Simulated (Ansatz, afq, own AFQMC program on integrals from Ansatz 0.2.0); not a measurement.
AFQMC on a folder of integrals that Ansatz 0.2.0 wrote.

```yaml
crystal:
  periodic: [false, false, false]
  atoms:
    - {symbol: Ge, position_ang: [0.000000, 0.000000, 0.173576]}
    - {symbol: B, position_ang: [0.000000, 0.000000, -1.364424]}
    - {symbol: H, position_ang: [0.000000, 1.259295, 1.062661]}
    - {symbol: H, position_ang: [0.000000, -1.259295, 1.062661]}
basis:
  gaussian: {orbitals: cc-pVDZ}
magnetization: {spin_polarized: true, initial_magnetization: 3}
correlation: {method: ccsd_t, electrons: outside_noble_gas, hamiltonian_folder: ham}
```

```sh
$ ansatz run in.yaml --threads 1 --pin off --events-out ev --progress --plain --max-ram 1382MiB
```

afq runs on the folder ham with

```
--method phaseless --trial cisd --walkers 60 --populations 1 --least-time 40 --time-step 0.005 --steps-per-block 50 --equilibration-blocks 28 --max-blocks 300 --target-error 0.00036 --factor-cut 1e-05 --start spin_pure --seed 6433 --release-times 0.24,0.51,0.99,1.62,2.4 --release-step 0.03 --release-every 4 --taylor-order 6
```

Times are imaginary, in 1/Eh. The walk had a cap of 1002 s. Filled inner d shells are frozen with the cores.

Output of the walk:

```
orbitals 36  electrons 6 3  factors 294 of 546
reference energy -2100.91913580 Eh
CCSD correlation -0.14699643 Eh in 11 cycles, weight of the determinant in the CISD state 0.9084
energy of the start -2101.066073 Eh
 block  time / (1/Eh)  mean weight  energy / Eh
     1     0.250  1.0001  -2101.064877
     2     0.500  1.0019  -2101.065497
     3     0.750  0.9994  -2101.067429
     4     1.000  1.0001  -2101.067620
     5     1.250  1.0001  -2101.068229
     7     1.750  1.0004  -2101.068190
     9     2.250  1.0002  -2101.069520
    13     3.250  0.9996  -2101.070304
    21     5.250  1.0002  -2101.070792
    25     6.250  0.9987  -2101.076672
    29     7.250  0.9992  -2101.069939
    37     9.250  1.0002  -2101.069957
    45    11.250  1.0026  -2101.071821
    53    13.250  0.9960  -2101.076539
    61    15.250  0.9979  -2101.070608
    69    17.250  1.0012  -2101.070192
    77    19.250  1.0003  -2101.070082
    85    21.250  0.9998  -2101.072694
    93    23.250  0.9991  -2101.075989
   101    25.250  0.9983  -2101.070208
   109    27.250  0.9999  -2101.071276
   117    29.250  1.0003  -2101.072535
   125    31.250  1.0007  -2101.068163
   133    33.250  1.0017  -2101.071791
   141    35.250  1.0015  -2101.072540
   149    37.250  0.9985  -2101.069683
   157    39.250  0.9997  -2101.071453
   165    41.250  1.0006  -2101.070159
   173    43.250  0.9987  -2101.069594
   181    45.250  0.9997  -2101.071242
   185    46.250  0.9972  -2101.072953
blocks merged  error / Eh  count
     1  0.000149  160
     2  0.000189  80
     4  0.000236  40
     8  0.000254  20
    16  0.000232  10
released: time / (1/Eh)  energy / Eh  error  mean overlap
  0.24  -2101.071169  0.000341  1.0078
  0.51  -2101.070988  0.000307  1.0216
  0.99  -2101.071109  0.000243  1.0212
  1.62  -2101.071278  0.000332  1.0121
  2.40  -2101.071407  0.000317  0.9952
energy -2101.071116 +/- 0.000254 Eh
(rows thinned)
```

The run passed its tests (sampling time, drift between the halves within three errors, error under three times the target), which doesn't prove that it has relaxed.

Against this walk (error 6.9 meV) on the same determinant: CCSD(T) 31.9 meV higher, CCSDT(Q) 2.3 meV higher (within the noise). The error is statistical and leaves out the bias of the constraint. Released to 2.40 1/Eh the energy moves by -8 ± 11 meV (both errors), within twice the noise.

Cautions: constraint bias not in the error; no relativity below Rb; no spin-orbit coupling; inner d shell frozen; lower spins were not checked.

The walk took 4 min on 1 thread of Arm Neoverse V1, on a shared host. The log's last line is the phaseless energy.

CCSDT and higher add their correlation energy to the determinant of the CCSD(T) run, since their own runs factorise the integrals more tightly (a shift of under 2 meV). A walk keeps the symmetry of its determinant, which the program's search chose and which needn't be the lowest solution, so a lower state of the same spin and another symmetry isn't excluded.
